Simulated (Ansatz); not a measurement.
# How the TO(Γ) frequency of zinc-blende AlN (metastable phase) moves with the method

No measured value is used here.

```
level (code)     value (cm⁻¹)  cell (Å³/atom)
---------------  ------------  --------------
LDA (Ansatz)              664           10.24
PBE (Ansatz)              [?]           10.67
r²SCAN (Ansatz)           663           10.43
```

What belongs in the gaps?


- PBE (Ansatz, a first-principles code), value (cm⁻¹): 635

Each level is taken at its own relaxed cell. Cutoffs and k meshes differ between the levels. Ansatz's density-functional and Hartree–Fock values are scalar-relativistic unless marked +SOC, with PAW data made under PBE.
